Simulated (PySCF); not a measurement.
Bonding in `C#CC/C=N\C`

C₅H₇N.
SMILES with atom numbers: `[CH:1]#[C:2][CH2:3]/[CH:4]=[N:5]\[CH3:6]` (hydrogens: H7 on C1; H8, H9 on C3; H10 on C4; H11, H12, H13 on C6)

Geometry (GFN2-xTB, Å), atoms numbered from 1 in this order:
```xyz
13
C5H7N angstrom
C      3.232   -0.194   -0.198
C      2.044   -0.330   -0.182
C      0.604   -0.450   -0.164
C     -0.084    0.889   -0.296
N     -1.319    1.108   -0.313
C     -2.273    0.040   -0.207
H      4.276   -0.092   -0.212
H      0.286   -0.922    0.773
H      0.275   -1.100   -0.984
H      0.561    1.755   -0.390
H     -2.320   -0.521   -1.144
H     -2.037   -0.667    0.596
H     -3.249    0.485   -0.019
```

Bond orders from the PBE0/pcSseg-1 density (PySCF). One conformer (not necessarily the lowest) at the GFN2-xTB geometry, without solvent, vibrations or thermal averaging.

(1) How far do the computed orders between heavy atoms stray from the drawn ones?

(2) Give the Mayer order of every bond between heavy atoms, beside its length.

## Answers

(1) The largest departure is 0.494, at C1–C2 (drawn triple, 2.506). Drawn double or triple, more than 0.30 short of the drawn order: C1–C2 (2.506).

(2) 
| bond | drawn as | length (Å) | Mayer order |
| --- | --- | --- | --- |
| C1–C2 | triple | 1.197 | 2.506 |
| C2–C3 | single | 1.445 | 1.109 |
| C3–C4 | single | 1.511 | 0.978 |
| C4–N5 | double | 1.254 | 2.004 |
| N5–C6 | single | 1.436 | 0.981 |

Bonds between the same two heavy elements. C–C: lowest C3–C4 (0.978, 1.511 Å), highest C1–C2 (2.506, 1.197 Å). C–N: lowest N5–C6 (0.981, 1.436 Å), highest C4–N5 (2.004, 1.254 Å).

**Question.** And the bonds to hydrogen?

**Answer.** C–H: 0.89 to 1.15 (7 bonds).

**Question.** Sum the orders of all bonds at each heavy atom with more than one neighbour and set the sums beside the valence in the SMILES.

**Answer.** C1 3.660 (drawn 4), C2 3.615 (drawn 4), C3 3.874 (drawn 4), C4 3.940 (drawn 4), N5 2.985 (drawn 3), C6 3.847 (drawn 4). Orders between atoms that aren't bonded are not in these sums.

For a closed shell the Mayer order of atoms A and B is Σ (PS)μν (PS)νμ over the basis functions μ on A and ν on B, with P the density and S the overlap matrix.

The run behind these numbers computed NMR shieldings as well. Hardware: an Arm Neoverse V1 with one thread, no GPU (shared host). Cost: 11 s of wall time, 0.64 GiB resident at most.
